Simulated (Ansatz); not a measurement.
A short molecular-dynamics run on `C/C=C/C`.

```yaml
crystal:
  periodic: [false, false, false]
  atoms:
    - {symbol: C, position_ang: [-1.633880, 0.847798, 0.620608]}
    - {symbol: C, position_ang: [-0.415840, 0.482131, -0.155933]}
    - {symbol: C, position_ang: [0.428628, -0.491332, 0.161586]}
    - {symbol: C, position_ang: [1.646684, -0.856977, -0.614939]}
    - {symbol: H, position_ang: [-2.536951, 0.756213, 0.008406]}
    - {symbol: H, position_ang: [-1.590675, 1.887903, 0.959742]}
    - {symbol: H, position_ang: [-1.752812, 0.209347, 1.498455]}
    - {symbol: H, position_ang: [-0.217072, 1.069664, -1.052044]}
    - {symbol: H, position_ang: [0.229841, -1.078871, 1.057690]}
    - {symbol: H, position_ang: [2.549673, -0.765939, -0.002544]}
    - {symbol: H, position_ang: [1.603246, -1.896912, -0.954583]}
    - {symbol: H, position_ang: [1.765957, -0.218122, -1.492445]}
basis:
  gaussian: {orbitals: "6-31G*"}
hamiltonian: {xc: {name: r2SCAN}, dispersion: d4}
md: {timestep: 2 fs, n_steps: 30, ensemble: nvt_nose_hoover, temperature: 300, initial_velocities: maxwell_boltzmann, seed: 425}
```

```sh
$ ansatz run in.yaml --threads 4 --pin off --events-out ev --progress --plain --max-ram 10444MiB
```

```csv
step,time (fs),potential energy (eV),kinetic (eV),T (K),conserved (eV)
0,0.0,-4275.1965,0.3878,300,-4274.8087
1,2.0,-4275.0304,0.2657,206,-4274.7647
2,4.0,-4274.9560,0.1857,144,-4274.7704
3,6.0,-4274.9479,0.1572,122,-4274.7909
4,8.0,-4274.8309,0.0914,71,-4274.7398
5,10.0,-4275.0459,0.2462,190,-4274.8003
6,12.0,-4274.9918,0.2266,175,-4274.7663
7,14.0,-4274.9993,0.2293,177,-4274.7716
8,16.0,-4275.0316,0.2397,185,-4274.7943
9,18.0,-4274.8836,0.1445,112,-4274.7420
10,20.0,-4275.0219,0.2321,180,-4274.7933
11,22.0,-4274.9565,0.1961,152,-4274.7648
12,24.0,-4274.9576,0.1936,150,-4274.7692
13,26.0,-4274.9904,0.2050,159,-4274.7915
14,28.0,-4274.8551,0.1208,93,-4274.7413
15,30.0,-4274.9948,0.2125,164,-4274.7902
16,32.0,-4274.9495,0.1960,152,-4274.7626
17,34.0,-4274.9822,0.2233,173,-4274.7695
18,36.0,-4275.0258,0.2462,190,-4274.7917
19,38.0,-4274.8666,0.1379,107,-4274.7422
20,40.0,-4274.9499,0.1787,138,-4274.7860
21,42.0,-4274.8785,0.1355,105,-4274.7591
22,44.0,-4274.9194,0.1719,133,-4274.7649
23,46.0,-4275.0167,0.2485,192,-4274.7876
24,48.0,-4274.9299,0.2065,160,-4274.7450
25,50.0,-4275.0256,0.2630,203,-4274.7866
26,52.0,-4274.9348,0.2004,155,-4274.7608
27,54.0,-4274.9154,0.1817,141,-4274.7621
28,56.0,-4274.9649,0.2118,164,-4274.7837
29,58.0,-4274.8607,0.1544,119,-4274.7391
30,60.0,-4274.9952,0.2429,188,-4274.7875
```

Velocities are drawn at the set temperature; a run this short doesn't reach equilibrium.

Frames (Å, forces in eV/Å):

```xyz
12
time=0.0 fs
C    -1.634    0.848    0.621   -0.040    0.019    0.017
C    -0.416    0.482   -0.156   -0.234    0.326   -0.154
C     0.429   -0.491    0.162    0.234   -0.326    0.155
C     1.647   -0.857   -0.615    0.040   -0.019   -0.017
H    -2.537    0.756    0.008   -0.145   -0.004   -0.075
H    -1.591    1.888    0.960   -0.014    0.153    0.057
H    -1.753    0.209    1.498   -0.024   -0.084    0.124
H    -0.217    1.070   -1.052    0.013    0.099   -0.131
H     0.230   -1.079    1.058   -0.013   -0.099    0.131
H     2.550   -0.766   -0.003    0.146    0.004    0.075
H     1.603   -1.897   -0.955    0.014   -0.153   -0.057
H     1.766   -0.218   -1.492    0.024    0.084   -0.124
12
time=4.0 fs
C    -1.625    0.871    0.613   -1.185   -0.751    0.688
C    -0.406    0.469   -0.170   -0.883    0.360    1.068
C     0.425   -0.513    0.183   -0.044   -0.426    0.496
C     1.644   -0.842   -0.634    0.365   -0.382    0.888
H    -2.562    0.737    0.003    0.657    0.447    0.281
H    -1.640    1.879    1.087    0.252   -0.197   -0.736
H    -1.789    0.195    1.481    0.267    0.052   -0.338
H    -0.259    1.054   -1.066    0.421    0.067   -0.412
H     0.232   -1.155    1.126    0.296    1.108   -1.476
H     2.532   -0.691    0.026   -0.206   -0.355   -0.387
H     1.577   -1.923   -0.893    0.463    0.552   -0.280
H     1.805   -0.178   -1.506   -0.403   -0.474    0.209
12
time=8.0 fs
C    -1.628    0.885    0.612    0.369   -1.023    0.560
C    -0.406    0.461   -0.172   -0.269    0.691    0.126
C     0.422   -0.537    0.205    0.342    2.945   -3.993
C     1.644   -0.831   -0.641   -0.482   -0.314    1.527
H    -2.515    0.780    0.023   -0.803    0.268   -0.720
H    -1.652    1.854    1.115    0.415    0.470   -0.417
H    -1.789    0.181    1.426    0.096   -0.353    0.352
H    -0.242    1.044   -1.129    0.148   -0.743    1.031
H     0.265   -1.109    1.038   -0.479   -1.460    2.390
H     2.498   -0.664    0.008    0.650   -0.143    0.152
H     1.615   -1.887   -0.876    0.370   -0.460   -0.558
H     1.788   -0.195   -1.502   -0.357    0.123   -0.450
12
time=12.0 fs
C    -1.630    0.886    0.618   -0.558   -0.870   -0.505
C    -0.411    0.460   -0.169   -0.475   -0.695    1.832
C     0.422   -0.534    0.191   -0.365   -0.401    0.731
C     1.641   -0.825   -0.630    0.561   -0.742    0.256
H    -2.545    0.865   -0.033    0.573    0.039    0.432
H    -1.602    1.886    1.077    0.305   -0.063   -0.130
H    -1.775    0.129    1.410   -0.159    0.380   -0.010
H    -0.198    0.950   -1.080    0.236    0.835   -1.124
H     0.256   -1.174    1.150    0.232    1.214   -1.612
H     2.541   -0.660   -0.003   -0.117    0.065   -0.320
H     1.706   -1.894   -0.933   -0.126    0.355    0.049
H     1.718   -0.207   -1.545   -0.108   -0.116    0.401
12
time=16.0 fs
C    -1.636    0.877    0.619    0.417    0.416   -0.534
C    -0.421    0.454   -0.150    0.413    0.279   -1.184
C     0.417   -0.532    0.181    0.273    0.015   -0.193
C     1.643   -0.827   -0.616    0.563   -0.373   -0.643
H    -2.514    0.954   -0.043   -0.003   -0.282    0.165
H    -1.508    1.910    1.020   -0.010   -0.595    0.160
H    -1.785    0.125    1.401   -0.366    0.369    0.216
H    -0.135    0.940   -1.125   -0.668    0.036    0.941
H     0.271   -1.101    1.083   -0.158   -0.311    0.532
H     2.577   -0.646   -0.052   -0.210    0.277   -0.082
H     1.780   -1.863   -0.987   -0.506   -0.011    0.376
H     1.632   -0.229   -1.540    0.256    0.178    0.247
12
time=20.0 fs
C    -1.638    0.871    0.613    0.856    0.070   -0.202
C    -0.426    0.449   -0.142    0.124   -0.280   -0.770
C     0.417   -0.530    0.168    0.403   -0.654    0.993
C     1.652   -0.834   -0.609   -0.179    0.491   -0.692
H    -2.491    1.006   -0.035   -0.575   -0.200   -0.309
H    -1.413    1.863    0.991   -0.178    0.449    0.595
H    -1.848    0.174    1.423   -0.194    0.056    0.182
H    -0.159    0.954   -1.071   -0.379    0.460   -0.087
H     0.261   -1.074    1.101   -0.079   -0.214    0.077
H     2.588   -0.591   -0.110    0.167    0.193    0.394
H     1.782   -1.841   -0.990   -0.333   -0.688    0.210
H     1.583   -0.223   -1.505    0.367    0.316   -0.392
12
time=24.0 fs
C    -1.630    0.868    0.605   -0.765    0.851    0.560
C    -0.430    0.440   -0.143   -0.182   -0.313   -0.363
C     0.421   -0.534    0.164    0.056   -1.102    2.245
C     1.660   -0.836   -0.612    0.183    0.552   -0.966
H    -2.530    1.027   -0.057    0.768   -0.112    0.516
H    -1.350    1.858    1.038   -0.576   -0.211   -0.118
H    -1.936    0.236    1.464    0.304    0.007   -0.473
H    -0.237    1.038   -1.029    0.125    0.098   -0.355
H     0.236   -1.098    1.159    0.278    0.656   -1.608
H     2.608   -0.515   -0.119   -0.512   -0.486    0.056
H     1.735   -1.897   -0.955    0.053    0.605    0.356
H     1.587   -0.183   -1.513    0.269   -0.544    0.149
12
time=28.0 fs
C    -1.630    0.875    0.604    0.229    0.532    1.210
C    -0.436    0.429   -0.149    0.163    0.464   -0.782
C     0.427   -0.547    0.183    0.369    2.364   -2.832
C     1.669   -0.830   -0.625   -0.805    0.487    0.416
H    -2.485    1.034   -0.024   -0.609    0.264   -0.634
H    -1.366    1.837    1.074   -0.259    0.229   -0.218
H    -1.985    0.290    1.449    0.263   -0.724    0.105
H    -0.297    1.128   -1.033    0.354   -1.141    0.666
H     0.240   -1.063    1.043   -0.444   -1.743    2.455
H     2.571   -0.502   -0.110    0.337   -0.359    0.364
H     1.696   -1.888   -0.874    0.437   -0.258   -0.209
H     1.631   -0.209   -1.515   -0.035   -0.115   -0.541
12
time=32.0 fs
C    -1.630    0.888    0.616   -0.907   -0.213    0.080
C    -0.441    0.420   -0.162   -0.371   -0.651    1.859
C     0.435   -0.541    0.180   -0.781   -0.258    0.772
C     1.669   -0.819   -0.634   -0.163   -0.344    0.661
H    -2.496    1.071   -0.058    0.294   -0.116    0.228
H    -1.420    1.851    1.083    0.139    0.386    0.043
H    -1.992    0.248    1.436    0.295   -0.238   -0.227
H    -0.301    1.079   -0.974    0.746    0.472   -1.437
H     0.213   -1.186    1.127    0.529    1.111   -1.690
H     2.568   -0.545   -0.056    0.010   -0.077   -0.152
H     1.717   -1.901   -0.818    0.254    0.059   -0.275
H     1.674   -0.262   -1.582   -0.045   -0.131    0.138
12
time=36.0 fs
C    -1.639    0.900    0.631   -0.259    0.183   -0.467
C    -0.449    0.409   -0.158    0.211    1.441   -0.330
C     0.434   -0.535    0.182   -0.059    0.284   -1.151
C     1.667   -0.812   -0.636    0.442   -1.161    0.435
H    -2.481    1.095   -0.070    0.140   -0.303    0.357
H    -1.459    1.906    1.093    0.134   -0.748   -0.080
H    -1.957    0.169    1.396    0.052    0.335   -0.105
H    -0.208    1.048   -1.060   -0.214   -0.700    0.798
H     0.249   -1.185    1.024    0.011   -0.139    0.497
H     2.570   -0.598   -0.022   -0.189    0.341   -0.448
H     1.775   -1.909   -0.802   -0.212    0.356   -0.122
H     1.709   -0.330   -1.632   -0.056    0.112    0.618
12
time=40.0 fs
C    -1.651    0.912    0.640    1.032   -1.058   -1.046
C    -0.455    0.413   -0.155    0.396    0.932   -0.022
C     0.433   -0.524    0.170    0.098   -0.769   -0.249
C     1.669   -0.819   -0.630   -0.070   -0.709    0.510
H    -2.461    1.078   -0.044   -0.866   -0.033   -0.422
H    -1.474    1.874    1.100    0.310    0.307    0.516
H    -1.915    0.131    1.345   -0.285    0.115    0.513
H    -0.140    0.941   -1.065   -0.536    0.380    0.099
H     0.288   -1.214    1.000   -0.110    0.207    0.381
H     2.555   -0.600   -0.044    0.456    0.566    0.163
H     1.805   -1.881   -0.807   -0.327   -0.675   -0.064
H     1.736   -0.375   -1.609   -0.097    0.737   -0.379
12
time=44.0 fs
C    -1.652    0.913    0.636   -0.246   -0.689   -0.775
C    -0.457    0.428   -0.152    0.485    0.018    0.238
C     0.433   -0.520    0.151   -0.286   -1.854    1.895
C     1.673   -0.835   -0.620    0.806   -0.056   -0.653
H    -2.535    1.053   -0.052    0.681    0.033    0.667
H    -1.449    1.863    1.168   -0.100   -0.309   -0.217
H    -1.910    0.119    1.359   -0.077    0.406    0.041
H    -0.143    0.894   -1.069   -0.444    0.962   -0.553
H     0.303   -1.236    1.060    0.024    1.400   -1.210
H     2.587   -0.527   -0.056   -0.461   -0.196   -0.164
H     1.787   -1.924   -0.818   -0.121    0.411    0.166
H     1.746   -0.327   -1.613   -0.262   -0.127    0.564
12
time=48.0 fs
C    -1.654    0.904    0.623    0.731   -0.530    1.049
C    -0.451    0.444   -0.147    0.998    0.171   -1.661
C     0.430   -0.536    0.151   -0.053    2.020   -2.045
C     1.684   -0.851   -0.617   -0.393    0.733   -0.150
H    -2.537    1.035    0.014   -0.319    0.339   -0.431
H    -1.435    1.820    1.211   -0.176   -0.043   -0.511
H    -1.919    0.159    1.386    0.026   -0.116   -0.001
H    -0.216    0.974   -1.130   -0.474   -0.327    1.213
H     0.314   -1.092    1.000   -0.539   -1.581    2.598
H     2.568   -0.477   -0.083    0.091   -0.451    0.297
H     1.754   -1.926   -0.810    0.305   -0.024   -0.041
H     1.719   -0.288   -1.554   -0.197   -0.190   -0.317
12
time=52.0 fs
C    -1.649    0.888    0.621   -0.078   -0.747    0.657
C    -0.435    0.462   -0.159   -0.492   -0.967    0.689
C     0.425   -0.535    0.139   -0.443   -0.040    1.996
C     1.691   -0.859   -0.616   -1.014    0.753    0.193
H    -2.564    1.062    0.034    0.329    0.012   -0.225
H    -1.443    1.782    1.189    0.125    0.891    0.033
H    -1.924    0.184    1.412    0.058   -0.429   -0.061
H    -0.350    1.028   -1.053    0.607    0.443   -1.110
H     0.269   -1.076    1.163    0.199    0.756   -1.820
H     2.559   -0.490   -0.068    0.298   -0.279    0.265
H     1.762   -1.929   -0.806    0.279   -0.164   -0.155
H     1.663   -0.276   -1.536    0.133   -0.230   -0.460
12
time=56.0 fs
C    -1.644    0.864    0.628   -0.151    0.950    0.847
C    -0.424    0.470   -0.168   -1.133    0.310   -0.572
C     0.415   -0.532    0.147    0.334    0.887   -0.258
C     1.687   -0.858   -0.612   -0.319    0.121   -0.038
H    -2.552    1.091    0.016    0.629   -0.428    0.132
H    -1.439    1.844    1.155   -0.115   -0.681   -0.349
H    -1.920    0.152    1.426    0.107    0.031   -0.278
H    -0.405    1.116   -1.082    0.794   -0.811    0.369
H     0.242   -0.985    1.120    0.018   -0.440    0.050
H     2.585   -0.548   -0.022   -0.447   -0.076   -0.461
H     1.808   -1.946   -0.823   -0.171    0.514    0.079
H     1.628   -0.302   -1.576    0.452   -0.377    0.478
12
time=60.0 fs
C    -1.639    0.850    0.646    1.055    0.411   -0.338
C    -0.427    0.480   -0.182   -0.665   -0.246    0.170
C     0.410   -0.517    0.149    0.399    0.728   -0.572
C     1.677   -0.856   -0.608   -0.711   -0.351    0.497
H    -2.469    1.062    0.002   -0.890   -0.275   -0.525
H    -1.448    1.831    1.083    0.068    0.155    0.601
H    -1.902    0.117    1.407   -0.009   -0.049    0.154
H    -0.343    1.105   -1.084    0.420   -0.393    0.091
H     0.211   -0.969    1.113    0.098   -0.535    0.185
H     2.562   -0.612   -0.030    0.380    0.552    0.113
H     1.832   -1.908   -0.831   -0.441   -0.595    0.076
H     1.657   -0.371   -1.569    0.296    0.598   -0.454
```

It took 38 s on 4 threads of an Arm Neoverse V1 on a shared host, with 0.41 GiB of host memory at the peak.
